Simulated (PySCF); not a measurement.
**PO2OH: relaxation and vibrations of the singlet**

Aim: relax PO2OH as a singlet from a hand-made T-shaped (ligand arrangement 1) geometry, check by its vibrations whether the end is a minimum, and collect its spectrum and constants.

The runs use PySCF 2.14.0; PBE0, basis P def2-TZVP, O def2-TZVP, H def2-TZVP, no relativity, density fitting.

**1. The system as given**

5 atoms, charge 0, spin multiplicity 1.

Bond lengths: P1–O2 1.590 Å, P1–O3 1.590 Å, P1–O4 1.740 Å, O4–H5 0.960 Å. Angles: O2–P1–O3 88.0°, O2–P1–O4 88.0°, O3–P1–O4 176.0°, P1–O4–H5 130.0°.

```xyz
5
charge 0 multiplicity 1
P     0.0597   -0.0093   -0.3423
O     0.0597   -0.0093    1.2477
O     1.6487   -0.0093   -0.2868
O    -1.6792   -0.0093   -0.2816
H    -2.2959    0.7261   -0.2600
```

**2. Relaxation: T-shaped (ligand arrangement 1) start, singlet**

One driver script runs all steps and calls PySCF; scf.py shows how it sets up the SCF of each step. The optimiser is the driver's own. Before each start the driver seeks the lowest SCF state from one or more starting densities and follows internal instabilities, so scf.py alone need not reach the same state.

The program finds C1 symmetry in the start.

The input, scf.py:

```python
from pyscf import gto, scf, dft
mol = gto.M(atom='''
P      0.059671    -0.009268    -0.342312
O      0.059671    -0.009268     1.247688
O      1.648671    -0.009268    -0.286812
O     -1.679229    -0.009268    -0.281612
H     -2.295929     0.726132    -0.260012''',
    basis={'P': 'def2-TZVP', 'O': 'def2-TZVP', 'H': 'def2-TZVP'},
    charge=0, spin=0)
mf = dft.RKS(mol, xc='PBE0')
mf.grids.atom_grid = (50, 194)
aux = {'P': 'def2-universal-JKFIT', 'O': 'def2-universal-JKFIT', 'H': 'def2-universal-JKFIT'}
mf = mf.density_fit(auxbasis=aux)
mf.kernel()
```

After this run come: Is it a minimum? Harmonic modes.

Q: Predict the outcome of this session. Wanted: minimum; geometry; wavenumbers; dipole moment; highest occupied, lowest empty level; polar-tensor charge of P1; zero-point energy; atomisation energy.

As calculated:

| quantity | value |
| --- | --- |
| minimum | singlet, Cs |
| geometry | O–H 0.967 Å, P–O 1.447 Å, P–O 1.454 Å, P–O 1.574 Å; H–O–P 111.3°, O–P–O 112.3°, O–P–O 113.9°, O–P–O 133.8° |
| wavenumbers (cm⁻¹) | 406 (a'), 450 (a'), 462 (a''), 525 (a''), 930 (a'), 1041 (a'), 1219 (a'), 1495 (a'), 3818 (a') |
| dipole moment | 3.30 D |
| highest occupied, lowest empty level | -9.68, -1.60 eV |
| polar-tensor charge of P1 | +1.68 e |
| zero-point energy | 61.9 kJ/mol |
| entropy at 298.15 K | 278.9 J/(mol K) |
| atomisation energy (no zero-point energy) | 1976 kJ/mol |

**Reading.** The T-shaped (ligand arrangement 1) start (C1) ends in a minimum of Cs symmetry. The strongest infrared band lies at 1495 cm⁻¹ (a'). Only this shape and spin were tried, so other structures or states may lie lower.
